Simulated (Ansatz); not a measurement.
# MgF₂ (SMILES [F][Mg][F]): single points off equilibrium

The task here is to estimate one member of a computed series from the others.

The runs use Ansatz 0.2.0, Gaussian basis; single points in def2-TZVPP.

Cores are frozen in the correlated methods. The outer core shell of Li, Na, Mg and K is correlated.

## Starting geometry

SMILES `[F][Mg][F]`, 3 atoms, charge 0, spin multiplicity 1.

Atoms are counted from 1 here; the program's logs count them from 0.

Bond lengths: F1–Mg2 1.746 Å, Mg2–F3 1.560 Å. Angles: F1–Mg2–F3 179.0°.

As a file:

```xyz
3
F2Mg
F    -1.33740    0.68210   -0.72930
Mg    0.04610   -0.10070   -0.00780
F     1.28080   -0.78300    0.65820
```

The first run:

The input, run/in.yaml:

```yaml
crystal:
  periodic: [false, false, false]
  atoms:
    - {symbol: F, position_ang: [-1.337400, 0.682100, -0.729300]}
    - {symbol: Mg, position_ang: [0.046100, -0.100700, -0.007800]}
    - {symbol: F, position_ang: [1.280800, -0.783000, 0.658200]}
basis:
  gaussian: {orbitals: def2-TZVPP}
correlation: {method: ccsd_t}
output: {forces: true}
```

No record of the launch command was kept for these runs.

Steps of the session up to this table: CCSD(T)/def2-TZVPP; PBE0-D4/def2-TZVPP; wB97M-V/def2-TZVPP; r2SCAN-D4/def2-TZVPP; PBE-D4/def2-TZVPP; B97M-V/def2-TZVPP; r2SCANh-D4/def2-TZVPP.

One of the session's tables, all rows but one given; the rest of the session is left out.

```
    method  RMS force component (eV/Å)  angle to CCSD(T) forces (°)  dipole (D)
   CCSD(T)                       3.145                    reference        0.68
   PBE0-D4                       3.102                          0.4        0.67
   wB97M-V                       3.160                          0.4        0.67
 r2SCAN-D4                       3.144                          0.0        0.66
    PBE-D4                           ?                            ?           ?
    B97M-V                       3.064                          1.1        0.66
r2SCANh-D4                       3.110                          0.7        0.67
```

Estimate the missing values for PBE-D4.

As computed: RMS force component (eV/Å): 3.226; angle to CCSD(T) forces (°): 2.3; dipole (D): 0.62. In the column «RMS force component (eV/Å)» it is the highest.
